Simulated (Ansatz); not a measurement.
# Si2H4, triplet: from triple and quadruple zeta to the limit

```xyz
6

Si   -1.5818    0.0000    0.0000
H    -2.0767    1.3997    0.0000
H    -2.0767   -0.6999    1.2122
H    -2.0767   -0.6999   -1.2122
H     0.2272    0.0000    0.0000
Si    1.7972    0.0000    0.0000
```

Connectivity, by distances: SiH3 ··· Si, 1 bridging H.

Ansatz 0.2.0, UHF determinant, valence electrons correlated. Energies in eV.

```json
{"set": "def2-TZVPP", "X": "3", "functions": "140", "Hartree–Fock": "-15784.6228", "MP2 correlation": "-5.8505", "CCSD(T) correlation": "-7.3767", "time": "9 s on 1 × NVIDIA H100 80GB HBM3 with 1 thread of AMD EPYC 7R13 Processor (Zen 3), with other jobs on the host"}
{"set": "def2-QZVPP", "X": "4", "functions": "260", "Hartree–Fock": "-15785.1028", "MP2 correlation": "-6.2479", "CCSD(T) correlation": "-7.6972", "time": "19 s on 1 × NVIDIA H100 80GB HBM3 with 1 thread of AMD EPYC 7R13 Processor (Zen 3), with other jobs on the host"}
```

Hartree–Fock is taken to follow E(X) = E∞ + A·exp(−7.88·√X), correlation E(X) = E∞ + B·X^−2.97.

Cautions: lower spins were not checked.

Task: Work out the CCSD(T) energy at the limit, and how far the shortcut misses it that extrapolates MP2 and adds CCSD(T) minus MP2 from the smaller set.

Result: Hartree–Fock: E∞ = E4 + 0.1377·(E4 − E3) = -15785.1689. Correlation: E∞ = E4 + 0.7407·(E4 − E3) = -7.9345 for CCSD(T) and -6.5422 for MP2. The limit is -15793.1035 eV, 0.303 eV below def2-QZVPP. The shortcut gives a correlation energy of -6.5422 + (-1.5262) = -8.0685, 134 meV lower than the direct value.

Past Ne part of the Hartree–Fock step between the two sets comes from the cores, which don't follow the formula, so the 66 meV that it adds to the total can overshoot; that part largely cancels in differences.
